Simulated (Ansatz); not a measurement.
## Worked example: H₃Si–C, quartet against H3Si–C, doublet

Geometry (PBE0/def2-TZVP stationary point of a doublet), kept for both states:

```xyz
5

Si   -0.0027    0.0000    0.4927
C     0.0237    0.0000   -1.3968
H     0.6305   -1.2164    1.0698
H     0.6307    1.2163    1.0698
H    -1.4681    0.0001    0.7752
```

Basis cc-pVTZ; Ansatz 0.2.0. Only valence electrons are correlated (noble-gas cores frozen). R marks a restricted (for open shells ROHF) determinant, U an unrestricted one.

Full CI isn't at hand for all of this; UCCSDT(Q) serves as the reference, and is uncertain by about the last step of the cluster series.

Unrestricted rows (U, and Kohn–Sham where it breaks symmetry) aren't spin-pure: their determinants' ⟨S²⟩ exceeds S(S+1) by up to 0.67, so they mix in states of higher spin.

| level | E(H3Si–C, doublet) (hartree) | E(H3Si–C, quartet) (hartree) |
| --- | --- | --- |
| UHF | -328.400798 | -328.425575 |
| UMP2 | -328.606710 | -328.625445 |
| UCCSD(T) | -328.663071 | -328.671333 |
| PBE | -328.986203 | -328.986223 |
| B3LYP | -329.227857 | -329.224089 |
| UCCSDT(Q) | -328.665471 | -328.672897 |

Task: Give the vertical gap, H3Si–C quartet less H3Si–C doublet, at each level in eV (1 hartree = 27.2114 eV), and each error against UCCSDT(Q).

Result: UCCSDT(Q): (-328.672897 − (-328.665471)) × 27.2114 = -0.202 eV (the reference)
B3LYP: (-329.224089 − (-329.227857)) × 27.2114 = 0.103 eV, error 0.305 eV
PBE: (-328.986223 − (-328.986203)) × 27.2114 = -0.001 eV, error 0.201 eV
UCCSD(T): (-328.671333 − (-328.663071)) × 27.2114 = -0.225 eV, error -0.023 eV
UMP2: (-328.625445 − (-328.606710)) × 27.2114 = -0.510 eV, error -0.308 eV
UHF: (-328.425575 − (-328.400798)) × 27.2114 = -0.674 eV, error -0.472 eV

Total energies of functionals can't be set beside those of wave-function methods, since they hold the core's correlation and their own absolute errors; only the differences compare.

Each level lands on the state that its own search finds. T1 diagnostics of restricted CCSD: 0.020 and 0.023.
